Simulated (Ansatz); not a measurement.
Molecule (SMILES): [CH3] (CH3), doublet.
Atoms: C1, H2, H3, H4. Bonds: C1-H2, C1-H3, C1-H4.

Basis-set convergence of the highest harmonic wavenumber at B3LYP with Ansatz (a quantum-chemistry and plane-wave program). Each level at its own minimum, finite differences of forces, unscaled; the reference is a large set that could be run, not a limit. Cartesian d functions, on some or all atoms, in 6-31G*, 6-31+G*; all else is spherical. The program fits the integrals of some runs and decomposes those of others, by size. Open shells are unrestricted. No added dispersion term, no relativity. Reference: the value in aug-pcseg-2, 3290 cm⁻¹, itself unsure by roughly 4 cm⁻¹ (its mean distance from aug-cc-pVTZ, def2-TZVPPD). Deviations are taken from unrounded values.

```json
[
 {"basis": "6-31G*", "functions": "21", "highest harmonic wavenumber (cm⁻¹)": "3318"},
 {"basis": "6-31+G*", "functions": "25", "highest harmonic wavenumber (cm⁻¹)": "3311"},
 {"basis": "cc-pVDZ", "functions": "29", "highest harmonic wavenumber (cm⁻¹)": "3293"},
 {"basis": "aug-cc-pVDZ", "functions": "50", "highest harmonic wavenumber (cm⁻¹)": "3293"},
 {"basis": "def2-SVP", "functions": "29", "highest harmonic wavenumber (cm⁻¹)": "3296"},
 {"basis": "def2-SVPD", "functions": "44", "highest harmonic wavenumber (cm⁻¹)": "3291"},
 {"basis": "pcseg-1", "functions": "29", "highest harmonic wavenumber (cm⁻¹)": "3301"},
 {"basis": "aug-pcseg-1", "functions": "50", "highest harmonic wavenumber (cm⁻¹)": "3282"},
 {"basis": "6-311G**", "functions": "36", "highest harmonic wavenumber (cm⁻¹)": "3282"},
 {"basis": "6-311+G**", "functions": "40", "highest harmonic wavenumber (cm⁻¹)": "3282"},
 {"basis": "def2-TZVP", "functions": "49", "highest harmonic wavenumber (cm⁻¹)": "3289"},
 {"basis": "def2-TZVPD", "functions": "64", "highest harmonic wavenumber (cm⁻¹)": "3288"},
 {"basis": "cc-pVTZ", "functions": "72", "highest harmonic wavenumber (cm⁻¹)": "3285"},
 {"basis": "aug-cc-pVTZ", "functions": "115", "highest harmonic wavenumber (cm⁻¹)": "3284"},
 {"basis": "pcseg-2", "functions": "72", "highest harmonic wavenumber (cm⁻¹)": "3290"},
 {"basis": "aug-pcseg-2", "functions": "115", "highest harmonic wavenumber (cm⁻¹)": "3290"},
 {"basis": "def2-TZVPP", "functions": "73", "highest harmonic wavenumber (cm⁻¹)": "3289"},
 {"basis": "def2-TZVPPD", "functions": "88", "highest harmonic wavenumber (cm⁻¹)": "3289"}
]
```

What the diffuse functions change, pair by pair:
- 6-31G* to 6-31+G*: 4 more functions, deviation 27 to 21 cm⁻¹
- cc-pVDZ to aug-cc-pVDZ: 21 more functions, deviation 3 to 2 cm⁻¹
- def2-SVP to def2-SVPD: 15 more functions, deviation 6 to 1 cm⁻¹
- pcseg-1 to aug-pcseg-1: 21 more functions, deviation 10 to -9 cm⁻¹
- 6-311G** to 6-311+G**: 4 more functions, deviation -8 to -8 cm⁻¹
- def2-TZVP to def2-TZVPD: 15 more functions, deviation -2 to -3 cm⁻¹
- cc-pVTZ to aug-cc-pVTZ: 43 more functions, deviation -6 to -7 cm⁻¹
- pcseg-2 to aug-pcseg-2: 43 more functions, deviation 0 to 0 cm⁻¹
- def2-TZVPP to def2-TZVPPD: 15 more functions, deviation -1 to -2 cm⁻¹

Leaving out the reference's own pair, they bring the value nearer the reference by more than 4 cm⁻¹ in 2 of 8 pairs.
